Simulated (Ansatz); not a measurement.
**AlSiH₂ (sextet): wave-function methods side by side, def2-TZVPP**

The task here is to estimate one member of a computed series from the others.

Computed with Ansatz 0.2.0, Gaussian basis. Level: def2-TZVPP, core rule «outside noble gas», up to 10 orbitals frozen.

The runs, in order: UHF; ROHF; CCSD(T) on UHF.

### The system

The geometry is a PBE0/def2-TZVP stationary point (not a proven minimum) of the parent state, kept for this charge and spin.

4 atoms, charge 0, spin multiplicity 6.

Atoms are counted from 1 here; the program's logs count them from 0.

Bond lengths: Si1–Al2 2.337 Å, Si1–H3 1.490 Å, Si1–H4 1.490 Å. Angles: Al2–Si1–H3 125.4°, Al2–Si1–H4 125.4°, H3–Si1–H4 109.2°.

The first run:

Contents of in.yaml:

```yaml
crystal:
  periodic: [false, false, false]
  atoms:
    - {symbol: Si, position_ang: [0.000000, 0.000000, 1.074378]}
    - {symbol: Al, position_ang: [0.000000, 0.000000, -1.263082]}
    - {symbol: H, position_ang: [0.000000, 1.214383, 1.937350]}
    - {symbol: H, position_ang: [0.000000, -1.214383, 1.937350]}
basis:
  gaussian: {orbitals: def2-TZVPP}
magnetization: {spin_polarized: true, initial_magnetization: 5}
hamiltonian: {xc: hf}
output: {orbitals: {seedname: orbitals}}
```

Command:

```console
$ ansatz run in.yaml --threads 1 --pin off --events-out ev --progress --plain --max-ram 4096MiB --backend cpu
```

Steps of the session up to this table: UHF; ROHF; CCSD(T) on UHF.

One of the session's tables, all rows but one given; the rest of the session is left out.

It belongs to the step «Misses and costs». 

```
  method  from UCCSD(T) (kcal/mol)
    ROHF                    +95.90
     UHF                    +94.48
    UMP2                    +21.95
   UCCSD                         ?
UCCSD(T)                         0
```

**Question.** Estimate the row for UCCSD.

The run gave: from UCCSD(T) (kcal/mol): +3.33. In the column «from UCCSD(T) (kcal/mol)» it lies between UCCSD(T) (0) and UMP2 (+21.95).
